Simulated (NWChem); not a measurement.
System: SiH2, triplet; SMILES [SiH2]

All runs: NWChem. Pople sets run with spherical d functions. Spin-unrestricted. In the optimisation the excess spin sits in a1 and b2 (C2v, its own frame). Geometry: optimised at PBE0/def2-SVP, spin-unrestricted. No stability test was run on the SCF state. Total energies compare along this basis series because the functional is fixed.

```csv
level,basis functions,energy (Ha),highest occupied level (eV),"lowest empty minus highest occupied level, either spin (eV)",dipole (D),<S²>
PBE0/STO-3G,11,-287.0500,-1.72,2.73,0.58,2.00
PBE0/3-21G,17,-288.9173,-5.80,2.57,0.01,2.00
PBE0/6-31G*,22,-290.4352,-5.72,2.57,0.01,2.00
PBE0/6-31+G*,26,-290.4362,-5.76,2.53,0.07,2.00
PBE0/6-311G**,38,-290.4612,-5.76,2.54,0.12,2.00
PBE0/6-311++G**,44,-290.4615,-5.77,2.53,0.08,2.00
```
